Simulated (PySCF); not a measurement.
C₅H₉F.
Numbering: `[CH2:1]=[CH:2][C@H:3]([CH3:4])[CH2:5][F:6]` (hydrogens: H7, H8 on C1; H9 on C2; H10 on C3; H11, H12, H13 on C4; H14, H15 on C5)

Computed, not measured: PBE0-D3(BJ)/def2-SVP geometry optimisation, gas phase (PySCF 2.14.0).

Problem. What internal coordinates does the optimisation give?

Solution. 
```
                  bond  length (Å)
                 C1=C2       1.333
                 C2–C3       1.502
                 C3–C4       1.529
                 C3–C5       1.522
                 C5–F6       1.376
                 C1–H7       1.096
                 C1–H8       1.093
                 C2–H9       1.097
                C3–H10       1.105
C4–H11, C4–H12, C4–H13       1.100
                C5–H14       1.105
                C5–H15       1.103
```

Bonds in one row agree within 0.01 Å and their mean is given. A selection of angles:
```
     angle  degrees
  C2–C1–H7    121.6
  C2–C1–H8    121.5
  H7–C1–H8    116.9
  C1–C2–C3    125.2
  C1–C2–H9    119.6
  C3–C2–H9    115.2
  C2–C3–C4    111.2
  C2–C3–C5    110.8
 C2–C3–H10    108.4
  C4–C3–C5    110.7
 C4–C3–H10    109.1
 C5–C3–H10    106.4
 C3–C4–H11    110.4
 C3–C4–H12    110.9
H11–C4–H12    108.2
  C3–C5–F6    110.4
 C3–C5–H14    110.4
 C3–C5–H15    110.8
 F6–C5–H14    108.2
 F6–C5–H15    108.3
H14–C5–H15    108.7
```

Torsions: C1–C2–C3–C4 -113° (anticlinal); C2–C3–C5–F6 64° (synclinal).

Of the pairs four or more bonds apart, F6···H11 is among the closest relative to their van der Waals radii: 2.58 Å, 97 % of the sum of Bondi's values. The C–C distances run from 1.333 Å (C1=C2, drawn double) to 1.529 Å (C3–C4, drawn single), a spread of 0.196 Å.

Point group: C1 (no symmetry element, even within 0.4 Å). PBE0-D3(BJ)/def2-SVP frequencies: not computed here. The numbers are those of one conformer.
